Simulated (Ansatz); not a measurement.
Basis-set extrapolation for `O=C=C(O)Cl` (PBE0-D4/def2-TZVP geometry, frozen core, the Gaussian-basis code of Ansatz). Multiplicity 1, RHF reference.

|  | def2-TZVPP | def2-QZVPP |
| --- | --- | --- |
| HF | -685.578619 | -685.601364 |
| MP2 correlation | -0.951691 | -1.028437 |
| CCSD(T) correlation | -1.013061 | not run |

Energies in hartree. Use E(X) = E(∞) + A·exp(−7.88·√X) for Hartree–Fock and E(X) = E(∞) + B·X^(−2.97) for correlation, with X = 3 and 4, and add CCSD(T) minus MP2 of the smaller set to the MP2 limit.

Q: What is the CCSD(T) energy at the basis-set limit?

A: HF limit: -685.601364 + (-0.022745) × 0.13774 = -685.60450. MP2 limit: -1.028437 + (-0.076746) × 0.74074 = -1.08529. Higher-order term: -1.013061 − (-0.951691) = -0.06137. Total: -686.75116 hartree, 418.7 kJ/mol below CCSD(T)/def2-TZVPP.
